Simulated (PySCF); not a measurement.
# What an electron can do to SiCl

PBE0 in PySCF with def2-TZVP on every atom, for the lowest determinant that a PBE0 search found; no spin–orbit coupling.

```
species  state (unpaired electrons)  Re (Å)  ωe (cm⁻¹)  energy of the minimum from the neutral (eV)  De (eV)  dissociates to
   SiCl               doublet (π ↑)   2.067        535                                         0.00     4.45         Si + Cl
  SiCl⁺      singlet (closed shell)   1.955        674                                         7.42     5.25        Si⁺ + Cl
```

Work out the lowest energy to break SiCl into atoms, from its vibrational ground state.

D0 = De − ωe/2 = 4.45 − 0.03 = 4.42 eV (PBE0/def2-TZVP).

Work out the ionisation energy of the Si atom at this level and the threshold of dissociative ionisation.

IE(Si) = 7.42 + 5.25 − 4.45 = 8.22 eV, so Si⁺ + Cl + e⁻ appears at D0 + IE(Si) = 12.64 eV (PBE0/def2-TZVP). The measured IE(Si) is 8.152 eV (NIST ASD).

These are thermodynamic thresholds; the onsets seen under electron impact lie higher where the geometry changes, and cross-sections peak well above them.

For an ion De counts to the pair picked by the measured ionisation energies or electron affinities, which need not be the lowest pair at this level. States were picked by a PBE0 search and need not be the measured ground states.
